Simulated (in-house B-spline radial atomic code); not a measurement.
RPA and G0W0 for Xe, [Kr] 4d10 5s2 5p6, as one setting changes: the share of exact exchange in the PBE hybrid start. A dash marks a level of low quasi-particle weight. Computed with an all-electron radial atomic-structure program (B-spline basis): all electrons, scalar-relativistic (spin-free one-electron X2C), finite nucleus, each spin shell either full or empty, empty states to l = 9 with an (l + 1/2)⁻⁴ tail; G0W0 by contour deformation at full frequency.

Spin-orbit coupling, left out, splits p levels strongly here.

| share of exact exchange in the PBE hybrid start | mean-field level (eV) | G0W0 level (eV) | RPA correlation (Eh) |
| --- | --- | --- | --- |
| 0 | -8.236 | 5p -12.374 | -4.25 |
| 0.1 | -8.749 | 5p -12.482 | -4.2089 |
| 0.2 | -9.264 | 5p -12.566 | -4.1693 |
| 0.3 | -9.782 | 5p -12.632 | -4.1312 |
| 0.4 | -10.301 | 5p -12.684 | -4.0944 |
| 0.5 | ? | ? | ? |
| 0.6 | -11.347 | 5p -12.759 | -4.0244 |
| 0.7 | -11.873 | 5p -12.786 | -3.991 |
| 0.8 | -12.400 | 5p -12.808 | -3.9586 |
| 0.9 | ? | ? | ? |
| 1 | -13.459 | 5p -12.839 | -3.8966 |

Task: What belongs in the row for 0.5?

Result: mean-field level (eV): -10.823; G0W0 level (eV): 5p -12.726; RPA correlation (Eh): -4.0589.

Task: What belongs in the row for 0.9?

Result: mean-field level (eV): -12.929; G0W0 level (eV): 5p -12.825; RPA correlation (Eh): -3.9272.

Task: At what share of exact exchange does G0W0 leave the highest level unchanged?

Result: Near 0.88, where the shift changes sign (-0.408 eV at 0.8, +0.104 eV at 0.9).
